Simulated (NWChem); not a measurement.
System: LiH; SMILES [LiH]

Here is an NWChem input.

```
start job
memory heap 200 mb stack 900 mb global 1100 mb
geometry units angstroms noautoz
  Li     0.000000     0.000000     0.458603
  H      0.000000     0.000000    -1.145727
end
basis spherical
  * library 6-31g*
end
dft
  xc b3lyp
  iterations 150
  mulliken
end
task dft energy
```

Parts of the log:

```
             Northwest Computational Chemistry Package (NWChem) 7.3.0
             --------------------------------------------------------

 ORDER OF PRIMARY AXIS IS BEING SET TO 4
 C4V symmetry detected

                             Geometry "geometry" -> ""
                             -------------------------

 Output coordinates in angstroms (scale by  1.889725989 to convert to a.u.)

  No.       Tag          Charge          X              Y              Z
 ---- ---------------- ---------- -------------- -------------- --------------
    1 Li                   3.0000     0.00000000     0.00000000     0.40108250
    2 H                    1.0000     0.00000000     0.00000000    -1.20324750

 Effective nuclear repulsion energy (a.u.)       0.9895294279

      Symmetry information
      --------------------

 Group name             C4v
 Group number             18
 Group order               8
 No. of unique centers     2

                                 NWChem DFT Module
                                 -----------------

 Summary of "ao basis" -> "ao basis" (spherical)
 ------------------------------------------------------------------------------
       Tag                 Description            Shells   Functions and Types
 ---------------- ------------------------------  ------  ---------------------
 Li                          6-31g*                  6       14   3s2p1d
 H                           6-31g*                  2        2   2s

      Symmetry analysis of basis
      --------------------------

        a1          8
        a2          0
        b1          1
        b2          1
        e           6

            General Information
            -------------------
          SCF calculation type: DFT
          Wavefunction type:  closed shell.
          No. of atoms     :     2
          No. of electrons :     4
           Alpha electrons :     2
            Beta electrons :     2
          Charge           :     0
          Spin multiplicity:     1
          Use of symmetry is: on ; symmetry adaption is: on
          Maximum number of iterations: 150
          AO basis - number of functions:    16
                     number of shells:     8
          Convergence on energy requested:  1.00D-06
          Convergence on density requested:  1.00D-05
          Convergence on gradient requested:  5.00D-04

              XC Information
              --------------
                         B3LYP Method XC Potential
                     Hartree-Fock (Exact) Exchange  0.200
                        Slater Exchange Functional  0.800 local
                    Becke 1988 Exchange Functional  0.720 non-local
              Lee-Yang-Parr Correlation Functional  0.810
                  VWN I RPA Correlation Functional  0.190 local

             Grid Information
             ----------------
          Grid used for XC integration:  medium
          Radial quadrature: Mura-Knowles
          Angular quadrature: Lebedev.
          Tag              B.-S. Rad. Rad. Pts. Rad. Cut. Ang. Pts.
          ---              ---------- --------- --------- ---------
          Li                  1.45       49           8.0       434
          H                   0.35       45           8.0       434
          Grid pruning is: on
          Number of quadrature shells:    94
          Spatial weights used:  Erf1

      Superposition of Atomic Density Guess
      -------------------------------------

 Sum of atomic energies:          -7.92946748

      Non-variational initial energy
      ------------------------------

 Total energy =      -7.774209
 1-e energy   =     -12.135473
 2-e energy   =       3.371735
 HOMO         =      -0.309501
 LUMO         =      -0.022919

      Symmetry analysis of molecular orbitals - initial
      -------------------------------------------------

 !! scf_movecs_sym_adapt:    2 vectors were symmetry contaminated

  Symmetry fudging

 !! scf_movecs_sym_adapt:    2 vectors were symmetry contaminated

  Numbering of irreducible representations:

     1 a1          2 a2          3 b1          4 b2          5 e

  Orbital symmetries:

     1 a1          2 a1          3 a1          4 e           5 e
     6 a1          7 a1          8 e           9 e          10 a1
    11 e          12 e

     ---------------------------------------------
      Total Density - Mulliken Population Analysis
     ---------------------------------------------

    Atom       Charge   Shell Charges
 -----------   ------   -------------------------------------------------------
    1 Li   3     2.62   2.00  0.24  0.17  0.19 -0.01  0.02
    2 H    1     1.38   0.50  0.88

   convergence    iter        energy       DeltaE   RMS-Dens  Diis-err
 ---------------- ----- ----------------- --------- --------- ---------
 d= 0,ls=0.0,diis     1     -8.0754544500 -9.06D+00  2.26D-02  1.82D-02
 d= 0,ls=0.0,diis     2     -8.0798131036 -4.36D-03  6.78D-03  5.21D-03
 d= 0,ls=0.0,diis     3     -8.0817883521 -1.98D-03  1.18D-03  1.58D-04
 d= 0,ls=0.0,diis     4     -8.0818454106 -5.71D-05  2.09D-04  1.38D-06
 d= 0,ls=0.0,diis     5     -8.0818462712 -8.61D-07  7.21D-06  1.23D-09

         Total DFT energy =       -8.081846271218
      One electron energy =      -12.428096015180
           Coulomb energy =        5.593229641248
    Exchange-Corr. energy =       -2.236509325147
 Nuclear repulsion energy =        0.989529427860

 Numeric. integr. density =        4.000000383460

                  Occupations of the irreducible representations
                  ----------------------------------------------

                     irrep           alpha         beta
                     --------     --------     --------
                     a1                2.0          2.0
                     a2                0.0          0.0
                     b1                0.0          0.0
                     b2                0.0          0.0
                     e                 0.0          0.0

[...]
```

Level: B3LYP/6-31G* (spherical d). All runs use the structure optimised with PBE-D3(BJ)/def2-SVP.
